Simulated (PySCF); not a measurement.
Homolysis of single bonds, series Ga CH3-H. Gas-phase values, no solvent. Strings in code marks are SMILES.

Level of theory: PBE-D3(BJ)/def2-TZVP // B3LYP-D3(BJ)/def2-TZVP run with PySCF 2.14.0. 

```csv
species,dipole moment (D)
whole molecule (`[CH3][Ga]([CH3])[CH3]`),0.05
radical fragment (`[CH3]`),0.00
radical fragment (`[Ga]([CH3])[CH3]`),0.51
whole molecule (`[GaH]([CH3])[CH3]`),0.59
radical fragment (`[CH3][GaH]`),0.73
whole molecule (`[GaH2][CH3]`),0.71
```
